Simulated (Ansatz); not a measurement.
Barrier height from H + N2 to the transition structure HN2, without zero-point energy, on the benchmark's geometries as Psi4's copy of the set gives them.
Transition structure (charge 0, multiplicity 2):
```xyz
3

N      0.0000     0.0000     0.0000
N      1.1228     0.0000     0.0000
H      1.7843     1.2684     0.0000
```

Open shells are unrestricted; no spin–orbit coupling.

Run with Ansatz (a program for electronic structure). Values without a source in brackets are computed.

One of these levels gives 19.6 kJ/mol for the barrier height. Which?
A) BLYP/def2-TZVPPD
B) r2SCAN/def2-TZVPPD
C) B97M-V/def2-TZVPPD
D) BHLYP/def2-TZVPPD

B, r2SCAN/def2-TZVPPD. The others give 22.1 (BLYP/def2-TZVPPD), 38.2 (B97M-V/def2-TZVPPD), 46.7 (BHLYP/def2-TZVPPD)
